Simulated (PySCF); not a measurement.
H$_{3}$Si, SMILES `[SiH3]` (charge 0, multiplicity 2)

These are PBE0-D4/def2-TZVP in PySCF values and carry that method's errors.

```yaml
highest_occupied_spin_orbital: -6.40 eV
dipole_moment: 0.03 D
total_energy: -291.1098 Ha
cost: roughly 6 core-seconds
```

```xyz
4

Si    -0.0014     0.0004     0.3377
H     -0.6100     1.2777    -0.1167
H      1.4123    -0.1103    -0.1066
H     -0.8009    -1.1678    -0.1144
```
Charge 0, spin multiplicity 2.
